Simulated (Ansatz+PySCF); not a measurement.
Values are calculated unless marked as measured or tabulated.
**Several solutions for singlet CH(+)**

| atom | x (Å) | y (Å) | z (Å) |
| --- | --- | --- | --- |
| C | 0.0000 | 0.0000 | -0.3442 |
| H | 0.0000 | 0.0000 | 2.0649 |

Basis set: 6-31G (spherical functions). Charge 1, multiplicity 1.

PBE0 (unrestricted) was run from several starts with Ansatz (development build ahead of 0.2.0) and PySCF 2.14.0.

| run | program | start | converged | energy (hartree) | <S²> |
| --- | --- | --- | --- | --- | --- |
| A | PySCF | program defaults | yes | -37.87669 | 0.00 |
| B | Ansatz | stability test followed | yes | -37.90504 | 1.01 |
| C | Ansatz | search for the lowest state | yes | -37.90504 | 1.01 |
| D | Ansatz | atomic start, no search | yes | -37.87669 | 0.00 |

(1) Which runs reached the lowest solution of this kind, and what is wrong with the others?

## Answers

(1) B, C reached the lowest solution found. Converged but too high: A by 0.77 eV, D by 0.77 eV. Convergence only shows a stationary point, and even a stable one can lie too high; stability tests and further starts are what find lower ones. Caution: charge can spread falsely over distant fragments. Caution: the unrestricted determinant is a mixture of spin states.
